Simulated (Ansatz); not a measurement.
in.yaml

```yaml
crystal:
  periodic: [false, false, false]
  atoms:
    - {symbol: B, position_ang: [0.000000, -0.189866, 1.590848]}
    - {symbol: Mg, position_ang: [0.000000, 0.045170, -0.793215]}
    - {symbol: H, position_ang: [0.000000, 0.947259, 2.064053]}
basis:
  gaussian: {orbitals: def2-mTZVP}
correlation: {method: sc_nevpt2, electrons: outside_noble_gas, active_space: {window: {electrons: 2, orbitals: 2}, states: [{multiplicity: 1, weights: [1, 1]}], root: 5}}
```

```sh
$ ansatz run in.yaml --threads 1 --pin off --events-out ev --progress --plain --max-ram 2393MiB
```

(1) What does the program do with this input?

## Answers

(1) Refused. The input was made wrong on purpose (root beyond the states), so the run isn't a sound calculation of what was asked.
```
Error: the active space averages no state 5, counted from zero
```
